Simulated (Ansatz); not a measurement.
Fluorite SrCl₂, treated with PBE (Ansatz, a first-principles code, plane waves, PAW).

Run with plane-wave cutoff 520 eV, 8×8×8 k mesh, perturbation theory, force constants from a 4×4×4 q mesh, scalar-relativistic PAW data made under PBE.

Computed at the level's own relaxed cell. Harmonic vibrational thermodynamics at fixed volume:

```csv
T (K),S_vib (J/K per mol of atoms),C_V (J/K per mol of atoms),F_vib (eV/atom)
0,0.00,0.00,0.0233
200,30.46,23.14,-0.0075
300,40.06,24.11,-0.0444
500,52.53,24.64,-0.1414
600,57.03,24.73,-0.1983
700,60.85,24.79,-0.2594
800,64.16,24.82,-0.3242
```

The crystal is taken as a harmonic solid at every temperature: melting, phase changes and thermal expansion are not seen.
